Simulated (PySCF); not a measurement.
Atom-mapped SMILES (the numbers label the heavy atoms): `[O:1]=[N:2][O:3][OH:4]`. Hydrogens are named by the atom that carries them.

[PySCF: shielding tensors at PBE0/pcSseg-1 (GIAO); coordinates at the GFN2-xTB level; gas phase; no relativistic terms; one computed conformer]

Chemical shifts δ = σref − σ; ¹H against TMS; H2O for ¹⁷O; NH3 for ¹⁵N, all at this level.

```csv
atoms,nucleus,count,Hirshfeld charge,δ (ppm)
O4,¹⁷O,1,-0.14,?
H(O4),¹H,1,0.15,15.42
N2,¹⁵N,1,0.10,582.1
O3,¹⁷O,1,0.04,?
O1,¹⁷O,1,-0.15,750.1
```

Problem. Fill in the missing shifts.

Solution. 
- O3: 466.3 ppm, oxygen bonded to N, O
- O4: 380.2 ppm, oxygen bonded to O, H

The OH or NH signal is concentration- and solvent-dependent in practice; the value given is the gas-phase one. Unscaled 17O shifts of doubly bonded oxygen tend to come out too high, by tens of ppm or more. Experimental scales use liquid or dissolved standards, which lie at an offset from isolated NH3 (liquid NH3: subtract about 20 ppm) and H2O (liquid H2O: subtract about 36 ppm). Unscaled 15N shifts of sp2 nitrogen come out 20 to 40 ppm too high even then.
